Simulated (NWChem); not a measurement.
NH, singlet; SMILES [NH]

```xyz
2

N      0.0000     0.0000    -0.1319
H      0.0000     0.0000     0.8996
```
Atoms are numbered in this order, from 1.

Computed with NWChem. Pople sets run with spherical d functions. Low-valent species are run as closed-shell singlets; no triplet was tried in these runs. Geometry: optimised at PBE0/def2-SVP. GIAO values for the isolated, static molecule; σ is the absolute isotropic shielding, δ = σ(reference) − σ with the isolated reference molecule computed at the same levels (1H: tetramethylsilane, 15N: ammonia).

| level | δ N1 (ppm) | δ H2 (ppm) |
|---|---|---|
| PBE0/pcSseg-2 | -1449.3 | -107.82 |
| B3LYP/6-31G* | -1418.2 | -99.65 |
| B3LYP/IGLO-III | -1747.8 | -118.50 |
